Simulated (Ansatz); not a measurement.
# CHSSi: the cost of one run

Method: single points in def2-TZVPP; program: Ansatz 0.2.0, Gaussian basis.

Cores are frozen in the correlated methods.

### 1 Starting geometry

SMILES `[Si+]#CS`, 4 atoms, charge 1, spin multiplicity 1.

Atoms are counted from 1 here; the program's logs count them from 0.

Bond lengths: Si1–C2 1.828 Å, C2–S3 1.597 Å, S3–H4 1.377 Å. Angles: Si1–C2–S3 165.7°, C2–S3–H4 106.5°.

As a file:

```xyz
4
charge 1, multiplicity 1
Si   -1.9554    0.3106    1.1842
C    -0.4406    0.1172    0.1786
S     0.7132    0.2339   -0.9198
H     1.7113   -0.6328   -0.5328
```

### 2 PBE-D4/def2-TZVPP

run/in.yaml reads:

```yaml
crystal:
  periodic: [false, false, false]
  atoms:
    - {symbol: Si, position_ang: [-1.955394, 0.310555, 1.184217]}
    - {symbol: C, position_ang: [-0.440577, 0.117218, 0.178643]}
    - {symbol: S, position_ang: [0.713236, 0.233877, -0.919824]}
    - {symbol: H, position_ang: [1.711339, -0.632750, -0.532845]}
basis:
  gaussian: {orbitals: def2-TZVPP}
total_charge: 1
hamiltonian: {xc: pbe, dispersion: d4}
output: {forces: true}
```

Run with:

```
$ ansatz run in.yaml --threads 2 --pin off --events-out ev --progress --plain --max-ram 3481MiB
```

What time and memory should one allow on 2 threads of Intel Xeon at 2.50GHz, shared host?

About 2.9 s, with a peak of 0.14 GiB.
